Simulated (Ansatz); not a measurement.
System: HfO2 (P2₁/c, No. 14). Method: PBE-D4 in Ansatz (plane waves, PAW).

Run with plane-wave cutoff 520 eV, 8×8×8 k mesh, Fermi–Dirac smearing 0.01 eV, scalar-relativistic PAW data made under PBE.

Cell (relaxed at this level):

HfO₂ is modelled in the monoclinic space group P2₁/c (No. 14), Pearson symbol mP12. Cell: a = 5.131 Å, b = 5.200 Å, c = 5.314 Å, α = γ = 90.00°, β = 99.52°. Hf on 4e is coordinated by 7 O at 2.047–2.253 Å. O1 on 4e is surrounded by 4 Hf at 2.146–2.253 Å. O2 on 4e is coordinated by 3 Hf at 2.047–2.147 Å. (Neighbours: up to the widest gap in distance over summed covalent radii, below 1.35, at either atom; cation-cation and far metal-metal contacts left out.)

Question: What does this level give for the bulk modulus, band gap, smallest direct gap on the k points sampled and Γ–Γ gap?

Answer: 
* **bulk modulus**: 178 GPa
* **band gap**: 4.05 eV
* **smallest direct gap on the k points sampled**: 4.13 eV
* **Γ–Γ gap**: 4.51 eV

Measured, for comparison: band gap 5.7 eV (temperature not stated, not corrected to a static lattice, our sources range from 5.70 to 5.84; as tabulated in Choudhary et al. (2018), arXiv:1804.01032).

Note: the relaxation could not lower the start's symmetry, so the cell can be a saddle point above a distorted one; the bulk modulus comes from volumes at which shape and atoms were relaxed.

Spin–orbit coupling is not included.

The computed numbers hold no vibrational or temperature effects.

Computing time: about 60 core-minutes (a rough figure).

Ansatz is an electronic-structure program.
